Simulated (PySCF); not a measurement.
**How the method moves the HOMO and LUMO of `FC1=CCCC1`**

Compound: C5H7F.
Z-matrix (Å and degrees, PBE0-D3(BJ)/def2-SVP geometry), rows numbered from 1:
```
F 
C   1  1.3277
C   2  1.3332  1  126.09
C   3  1.5019  2  109.87  1  -177.18
C   4  1.5458  3  103.52  2   -12.99
C   2  1.4946  1  119.38  3  -177.21
H   3  1.0909  2  124.74  1    -0.33
H   4  1.1056  3  110.71  2   106.89
H   4  1.1022  3  113.02  2  -134.31
H   5  1.0987  4  112.72  3   144.22
H   5  1.1008  4  109.10  3   -97.07
H   6  1.1053  2  110.09  1    70.41
H   6  1.1018  2  112.25  1   -48.08
```

Basis pcSseg-1 throughout (PySCF), one geometry. Isolated species at its PBE0-D3(BJ)/def2-SVP geometry (one conformer only).

Question: How do the orbital energies, the gap and the dipole change with the method?

Answer: 
```tsv
method	kind	HOMO (eV)	LUMO (eV)	gap (eV)	μ (D)	SCF cycles
B97-2	global hybrid	-6.56	0.69	7.25	1.58	14
PBE0	global hybrid	-6.80	0.76	7.56	1.59	14
mPW1PW91	global hybrid	-6.83	0.73	7.57	1.61	14
BHandHLYP	global hybrid	-7.86	1.90	9.76	1.72	12
CAM-B3LYP	range-separated hybrid	-8.12	1.93	10.05	1.61	12
wB97X-D	range-separated hybrid	-8.65	2.58	11.23	1.65	12
LC-wPBE	range-separated hybrid	-9.46	3.11	12.57	1.63	12
```

The HOMO spans 2.90 eV, from B97-2 down to LC-wPBE, and the gap runs from 7.25 eV (B97-2) to 12.57 eV (LC-wPBE). Over the methods B97-2 (21 %), PBE0 (25 %), mPW1PW91 (25 %), BHandHLYP (50 %), a straight line through the gap against the share of exact exchange rises by 0.87 eV for each 10 % (correlation coefficient 1.000). The dipole ranges from 1.58 D (B97-2) to 1.72 D (BHandHLYP). This basis has no diffuse functions.
